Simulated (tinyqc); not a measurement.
CIS on RHF in the sto-3g basis, frozen core, for H2O, spin multiplicity 1, step by step. One step of it, computed by the program tinyqc.

Task: CIS matrix, triplets. A(ia,jb) = (e_a - e_i) d_ij d_ab - (ij|ab).

orbital energies (hartree): MO1 -20.244962, MO2 -1.280277, MO3 -0.618966, MO4 -0.463491, MO5 -0.394898, MO6 0.625698, MO7 0.748709

Two-electron integrals over orbitals (pq|rs), unique and non-zero (hartree); the lowest 1 orbital is frozen and left out:
```
(22|22) 0.731132    (32|32) 0.145258    (33|22) 0.650364    (33|33) 0.638696
(42|22) 0.007523    (42|33) 0.006908    (42|42) 0.122361    (43|32) 0.018147
(43|43) 0.047229    (44|22) 0.673891    (44|33) 0.601978    (44|42) -0.104315
(44|44) 0.785595    (52|52) 0.143654    (53|53) 0.029231    (54|52) -0.048126
(54|54) 0.057067    (55|22) 0.746890    (55|33) 0.633278    (55|42) -0.068853
(55|44) 0.729830    (55|55) 0.880159    (62|22) 0.144757    (62|33) 0.078856
(62|42) 0.019453    (62|44) 0.088153    (62|55) 0.159829    (62|62) 0.103258
(63|32) -0.037376   (63|43) -0.027168   (63|63) 0.067882    (64|22) 0.092604
(64|33) 0.043605    (64|42) -0.033916   (64|44) 0.122103    (64|55) 0.115065
(64|62) 0.059847    (64|64) 0.068615    (65|52) 0.059081    (65|54) -0.002370
(65|65) 0.038903    (66|22) 0.620517    (66|33) 0.575493    (66|42) 0.058420
(66|44) 0.552006    (66|55) 0.593321    (66|62) 0.099583    (66|64) 0.044147
(66|66) 0.601861    (72|32) 0.037954    (72|43) -0.035447   (72|63) 0.036025
(72|72) 0.061040    (73|22) 0.133322    (73|33) 0.090226    (73|42) -0.078152
(73|44) 0.159071    (73|55) 0.187622    (73|62) 0.076832    (73|64) 0.078479
(73|66) 0.037443    (73|73) 0.152960    (74|32) -0.078617   (74|43) 0.003397
(74|63) 0.042887    (74|72) -0.016022   (74|74) 0.070195    (75|53) 0.023573
(75|75) 0.023968    (76|32) 0.098000    (76|43) 0.046114    (76|63) -0.061376
(76|72) -0.011806   (76|74) -0.058079   (76|76) 0.113582    (77|22) 0.625204
(77|33) 0.613888    (77|42) -0.011717   (77|44) 0.608392    (77|55) 0.624193
(77|62) 0.069109    (77|64) 0.039918    (77|66) 0.569502    (77|73) 0.089183
(77|77) 0.620329
```

Give: CIS matrix A, triplet.

Result:

CIS matrix A, triplet (hartree), lower triangle:
```
         2>6      2>7      3>6      3>7     4>6     4>7     5>6     5>7
2>6   1.2855
2>7   0.0000   1.4038
3>6   0.0000  -0.0980   0.6692
3>7  -0.0980   0.0000   0.0000   0.7538
4>6  -0.0584   0.0000   0.0000  -0.0461  0.5372
4>7   0.0000   0.0117  -0.0461   0.0000  0.0000  0.6038
5>6   0.0000   0.0000   0.0000   0.0000  0.0000  0.0000  0.4273
5>7   0.0000   0.0000   0.0000   0.0000  0.0000  0.0000  0.0000  0.5194
```
